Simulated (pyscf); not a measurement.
HO–P(OH)–OH + H₂ → HO–PH–OH + H₂O (four-centre exchange; singlet surface; O–P, H–H broken, H–P, H–O formed). Optimised with ωB97X-D3(BJ)/def2-SVP in PySCF. Energies in kcal/mol from the separated reactants.

| level | barrier | reaction energy |
|---|---|---|
| ωB97X-D3(BJ)/def2-TZVP | (withheld) | +13.6 |
| r²SCAN/def2-TZVP | (withheld) | (withheld) |
| B3LYP-D3(BJ)/def2-TZVP | 61.8 | +13.5 |
| PBE0-D3(BJ)/def2-TZVP | 58.9 | +12.5 |
| M06-2X/def2-TZVP | 65.3 | +15.6 |
| HF/def2-TZVP | 81.4 | +11.0 |

**Question.** What belongs in the gaps?

**Answer.** 
- ωB97X-D3(BJ)/def2-TZVP, barrier: 64.1
- r²SCAN/def2-TZVP, barrier: 59.7
- r²SCAN/def2-TZVP, reaction energy: +14.9

The functionals in the table span 6.4 kcal/mol in this barrier, from PBE0-D3(BJ) to M06-2X. On the product side the descent ends in a complex (not fully relaxed), 4.1 kcal/mol under the separated species and 54.6 kcal/mol under the saddle at ωB97X-D3(BJ)/def2-TZVP. This is the saddle that the search found; another between the same sides may lie lower.
